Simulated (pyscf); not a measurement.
Elementary routes open to `[OH][B]([OH])[OH]` + `[SiH4]` in the gas phase (singlet surface):
A. `[OH][B]([OH])[O][SiH3]` + `[H][H]` (H–O, H–Si broken; O–Si, H–H formed)
B. `[OH][SiH3]` + `[OH][BH][OH]` (B–O, H–Si broken; O–Si, B–H formed)

Optimised with ωB97X-D3(BJ)/def2-SVP in PySCF.

Q: Rank the routes by free-energy barrier at 900 K, lowest first, for ωB97M-D3(BJ)/def2-TZVP energies (ideal gas, 1 atm, RRHO with modes under 100 cm⁻¹ raised to 100, one conformer, R ln 2 for chiral ones without a mode under 150 cm⁻¹).

A: B (259.6 kJ/mol), A (285.8 kJ/mol)

Route B is the fastest of these, ahead of the next by 26.2 kJ/mol. The most stable products are those of A (ΔG = -75.2 kJ/mol), whose barrier is 26.2 kJ/mol higher: the kinetic and the thermodynamic product differ. At 298 K B is still the fastest. B: On the product side the descent ends in a complex (not fully relaxed), 24.9 kJ/mol under the separated species and 113.5 kJ/mol under the saddle at ωB97X-D3(BJ)/def2-TZVP. Only these routes are compared; each barrier is that of the saddle found, and lower ones may exist.
